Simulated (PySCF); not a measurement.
Gas-phase reaction: BCl2NH2 + 2 BH2Cl → 3 B + NH2 + 4 HCl

Method: PySCF energies plus ideal-gas RRHO corrections (1 bar). † marks an energy on the PBE0/def2-TZVP geometry and frequencies; other levels use their own. 6-31G* has spherical d functions here. Open shells (unrestricted): B (multiplicity 2, electronic degeneracy 6), NH2 (multiplicity 2); the rest are closed-shell singlets. Spin-orbit splitting is ignored; it lowers the true energy and changes the entropy of B. B3LYP is the form with VWN-RPA correlation. BCl2NH2, BH2Cl: computed as isolated molecules; such fragments, hydroxides, amides, oligomers or adducts are transient or little studied in the gas. The harmonic model lacks anharmonicity and excited electronic states, which grow with temperature; levels with a mode under 35 cm⁻¹ are left out. Internal rotation in BCl2NH2 is treated as a harmonic vibration of one conformer, which makes the entropy rough.

```csv
level,"ΔE electronic, kJ","ΔH°(298 K), kJ","ΔS°(298 K), J/K","ΔG°(800 K), kJ"
B3LYP/6-31G*,2248,2195,640,1673
PBE/def2-SVP,2320,2271,638,1752
PBE/def2-TZVP†,2236,2186,640,1664
PBE0/def2-SVP†,2300,2250,640,1729
PBE0/def2-TZVP,2222,2171,640,1650
LDA/def2-TZVP†,2489,2438,640,1917
ωB97X-V/def2-TZVP†,2197,2147,640,1625
```
ΔH° is lowest at ωB97X-V/def2-TZVP† and highest at LDA/def2-TZVP†. No reference value is set beside these.
